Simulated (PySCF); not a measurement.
Q: Write a Z-matrix for InChI=1S/C5H8F/c1-2-3-4-5-6/h2-3H,1,4-5H2/q+1 as optimised with GFN2-xTB. (Charge +1.)

A: 
Z-matrix in Å and degrees, rows numbered from 1:
```
C 
C   1  1.3591
C   2  1.3984  1  121.11
C   3  1.4410  2  124.83  1  -178.27
C   4  1.5389  3  115.50  2  -155.46
F   5  1.3600  4  109.36  3   -40.18
H   1  1.0815  2  121.72  3     0.89
H   1  1.0803  2  121.43  3  -178.93
H   2  1.0835  1  120.03  3   179.16
H   3  1.0889  2  118.26  1    -0.13
H   4  1.1109  3  101.86  2    90.53
H   4  1.0931  3  114.31  2   -23.33
H   5  1.0938  4  111.72  3  -159.57
H   5  1.0962  4  110.22  3    77.81
```

C1 (carbon bonded to C and 2 H) is planar (angles 121.7°, 121.4° and 116.8°, sum 360.0°, 0.00 Å off the plane of its three neighbours). C3 (carbon bonded to 2 C and H) is planar (angles 124.8°, 118.3° and 116.9°, sum 360.0°, 0.01 Å off the plane of its three neighbours). C2 (carbon bonded to 2 C and H) is planar (angles 121.1°, 120.0° and 118.9°, sum 360.0°, 0.01 Å off the plane of its three neighbours). Of the pairs four or more bonds apart, F6···H10 is among the closest relative to their van der Waals radii: 2.37 Å, 89 % of the sum of Bondi's values.

Structure optimised with GFN2-xTB, isolated species.

Point group: C1 (no symmetry element, even within 0.4 Å). Whether it is a minimum is left open (no frequencies). Torsions: C1–C2–C3–C4 -178°, C2–C3–C4–C5 -155°, C3–C4–C5–F6 -40°.

One conformer stands for the species.

The numbers are calculated, not measured.
